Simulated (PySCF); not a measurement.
These are PySCF with PBE-D3(BJ)/def2-TZVP // PBE0-D4/def2-TZVP values and carry that method's errors. All species are isolated molecules in the gas phase. One relaxed conformer stands for a flexible species; it need not be the lowest. 

Reference species (SMILES): `N[C](S)S` (neutral, multiplicity 2).

```yaml
highest_occupied_spin_orbital: -3.32 eV
```

Changed species: `[SH]` (radical fragment; the reference has radical fragment).

Task: What does the change do to the highest occupied spin orbital?

Result: the highest occupied spin orbital falls by 2.80 eV, to -6.12 eV.
